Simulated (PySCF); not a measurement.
Compound: C₄H₉P.
SMILES: `CP1CCC1`

Method used: PySCF, TDDFT CAM-B3LYP/def2-SVPD, vertical, gas phase, core orbitals frozen in the response. Geometry: GFN2-xTB, one conformer, isolated molecule.

Task: Predict the UV-vis stick spectrum at this level.

Result: 

```
state  E (eV)  λ (nm)  ν̃ (cm⁻¹)       f  |μ| (D)  symmetry  main configurations (H = HOMO, L = LUMO)
   S1    5.79   214.3      46660   0.053     1.56        A″                               H→L+1 (91%)
   S2    6.33   195.8      51060   0.066     1.65        A′                    H→L+2 (55%), H→L (31%)
   S3    6.41   193.5      51680  0.0059     0.49        A′                    H→L (59%), H→L+2 (27%)
   S4    6.95   178.3      56070   0.065     1.58        A′                               H→L+3 (85%)
   S5    7.32   169.4      59020   0.017     0.79        A′                  H→L+4 (73%), H→L+2 (10%)
   S6    7.68   161.5      61910  0.0005     0.13         –                               H→L+5 (84%)
   S7    7.87   157.5      63480  0.0002     0.08         –                             H-2→L+1 (80%)
   S8    7.93   156.3      63980   0.039     1.14        A′                H-1→L+1 (62%), H→L+6 (18%)
```

Triplets, Tamm–Dancoff:

```tsv
state	E (eV)	λ (nm)	main configurations (H = HOMO, L = LUMO)
T1	4.66	266.2	H→L+1 (78%), H→L+5 (17%)
T2	5.39	230.0	H→L+2 (58%), H→L+4 (16%), H→L+7 (16%)
T3	6.26	198.0	H→L (78%), H→L+3 (12%)
```

The lowest singlet comes at 214 nm (558 kJ/mol) in the ultraviolet; it is of moderate strength; its leading configuration is HOMO→LUMO+1 (91%). The largest oscillator strength of a single state is 0.066. Löwdin shares by element: HOMO phosphorus 58%, carbon 28% or more; LUMO (one of a set within 0.03 eV) carbon 30% or more, hydrogen 17% or more (atoms not listed hold the other 53%). The listed states span 2.15 eV. The oscillator strengths of these states sum to 0.247; summed over the whole spectrum of an exact calculation they would give the number of electrons, 48 (Thomas–Reiche–Kuhn). Of the 8 states listed, 5 reach f = 0.01 and 1 stays under 0.0005. Symmetry labels in Cs follow from the direction of the transition dipole and are given only for states with f of 0.002 or more. The window holds the lowest 8 singlets.
